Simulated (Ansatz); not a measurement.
For rhombohedral A7 Sb, r²SCAN+SOC (Ansatz, a first-principles code, plane waves, PAW) gives:

- equilibrium lattice constant a = 4.343 Å
- c axis length = 11.626 Å

### Question
What does HSE06-D3(BJ) in Ansatz (plane waves, PAW) give for the same quantities?

### Answer

- lattice constant a: 4.257 Å (drops by 2.0 %)
- lattice parameter c: 10.947 Å (drops by 5.8 %)

For comparison: lattice constant a 4.301 Å (measured, 78 K, zero-point motion not removed; as tabulated in Schiferl, Barrett, J. Appl. Cryst. 2, 30 (1969), COD 9009654); lattice parameter c 11.232 Å (measured, 78 K, zero-point motion not removed; as tabulated in Schiferl, Barrett, J. Appl. Cryst. 2, 30 (1969), COD 9009654).

Changes are worked out from the printed values.

Unless a cell is named, each level is at its own relaxed cell (r²SCAN+SOC 31.66, HSE06-D3(BJ) 28.64 Å³/atom).

Caveats: the cell comes from a level without a dispersion term, which matters for the spacing of layers, chains or molecules (r²SCAN+SOC). Ansatz's density-functional and Hartree–Fock values are scalar-relativistic unless marked +SOC, with PAW data made under PBE.
